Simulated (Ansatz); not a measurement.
# CH4Si (singlet): wave-function methods side by side at distance Si1–C2 = 1.699 Å, cc-pVTZ

An exercise on one series of results from a longer session: the logs are not shown, and one member is left open.

The runs use Ansatz 0.2.0, Gaussian basis; cc-pVTZ, core rule «outside noble gas», up to 6 orbitals frozen.

To be run: UHF; CCSD(T) on RHF; CCSD(T) on UHF; BCCD(T) on RHF; CCSDT(Q) on RHF.

### The geometry

The geometry derives from a PBE0/def2-TZVP stationary point (not a proven minimum). One bond is set to the value named and the two fragments are kept rigid.

6 atoms, charge 0, spin multiplicity 1.

Atoms are counted from 1 here; the program's logs count them from 0.

Bond lengths: Si1–C2 1.699 Å, Si1–H3 1.478 Å, Si1–H4 1.478 Å, C2–H5 1.084 Å, C2–H6 1.084 Å. Angles: C2–Si1–H3 122.7°, C2–Si1–H4 122.7°, H3–Si1–H4 114.7°, Si1–C2–H5 122.2°, Si1–C2–H6 122.2°, H5–C2–H6 115.7°.

The first run:

The input, in.yaml:

```yaml
crystal:
  periodic: [false, false, false]
  atoms:
    - {symbol: Si, position_ang: [0.000000, 0.000000, 0.529889]}
    - {symbol: C, position_ang: [0.000000, 0.000000, -1.168891]}
    - {symbol: H, position_ang: [0.000000, 1.244456, 1.327628]}
    - {symbol: H, position_ang: [0.000000, -1.244456, 1.327628]}
    - {symbol: H, position_ang: [0.000000, 0.917470, -1.745809]}
    - {symbol: H, position_ang: [0.000000, -0.917470, -1.745809]}
basis:
  gaussian: {orbitals: cc-pVTZ}
magnetization: {spin_polarized: true, initial_magnetization: 0}
hamiltonian: {xc: hf}
output: {orbitals: {seedname: orbitals}}
```

On the command line:

```sh
> ansatz run in.yaml --threads 1 --pin off --events-out ev --progress --plain --max-ram 4096MiB --backend cpu
```

Among the steps run: UHF; CCSD(T) on RHF; CCSD(T) on UHF; BCCD(T) on RHF; CCSDT(Q) on RHF.

One of the session's tables, all rows but one given; the rest of the session is left out.

| method | from RCCSDT(Q) (meV) |
| --- | --- |
| RHF | +9312.0 |
| UHF | +9269.5 |
| RMP2 | +1258.5 |
| RCCSD | +442.6 |
| RCCSD(T) | +49.7 |
| BCCD(T) | ? |
| RCCSDT | +25.4 |
| RCCSDT(Q) | 0 |

Estimate the missing values for BCCD(T).

**Answer.** from RCCSDT(Q) (meV): +48.5. In the column «from RCCSDT(Q) (meV)» it lies between RCCSDT (+25.4) and RCCSD(T) (+49.7).

Not comparable, so not listed: CCSD(T) on UHF (they don't share determinant, frozen orbitals or solution with the rows shown, or repeat one).

Caveats from the session: Warnings: restricted reference is unstable; spin contamination.
